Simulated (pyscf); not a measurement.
Single points on ωB97X-D3(BJ)/def2-SVP structures (PySCF, gas phase).

For cyclic H₁₀Si₅ (SMILES [SiH2]1[SiH2][SiH2][SiH2][SiH2]1) → cyclic H₈Si₅ (SMILES [SiH]1=[SiH][SiH2][SiH2][SiH2]1) + H₂, an elimination (singlet surface; H–Si, H–Si broken, H–H formed), PBE/def2-TZVP gives ΔE‡ = 264.0 kJ/mol and ΔE = +169.6 kJ/mol (zero: the reactant's lowest minimum found). In which direction and how far do B3LYP-D3(BJ)/def2-TZVP, M06-2X/def2-TZVP, ωB97M-D3(BJ)/def2-TZVP move these?

B3LYP-D3(BJ): ΔE‡ = 297.6 kJ/mol, ΔE = +179.1 kJ/mol; M06-2X: ΔE‡ = 299.3 kJ/mol, ΔE = +183.0 kJ/mol; ωB97M-D3(BJ): ΔE‡ = 299.2 kJ/mol, ΔE = +191.3 kJ/mol. PBE's barrier lies under all of them, by 33.6 to 35.3 kJ/mol. Its reaction energy lies under all of them, by 9.5 to 21.7 kJ/mol. Low barriers are usual for a GGA, whose delocalisation error favours stretched bonds. At the saddle there is also a short H–Si contact that neither side keeps. This is the saddle that the search found; another between the same sides may lie lower.
